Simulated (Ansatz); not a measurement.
Cartesian coordinates in Å:
```
N 1.568 -1.726 1.513
C 1.255 -0.876 0.796
O 0.924 0.065 -0.008
C -0.521 0.345 -0.052
O -0.748 1.220 -1.061
H -0.789 0.822 0.890
H -1.021 -0.623 -0.168
H -0.668 0.773 -1.910
```

The species carries charge 0 and has multiplicity 1.

Problem. List the r2SCAN/def2-TZVPP orbital energies in eV (Ansatz). (Estimate.)

Solution. Ansatz gave: Occupied: -518.48, -517.43, -385.11, -277.16, -275.41, -30.34, -28.65, -23.63, -19.49, -16.05, -15.14, -13.57, -11.97, -11.19, -9.86, -9.15, -8.86, -8.11, -7.42. Lowest empty: 0.07, 0.19, 0.62, 1.12, 2.09, 2.98, 3.28, 4.26.
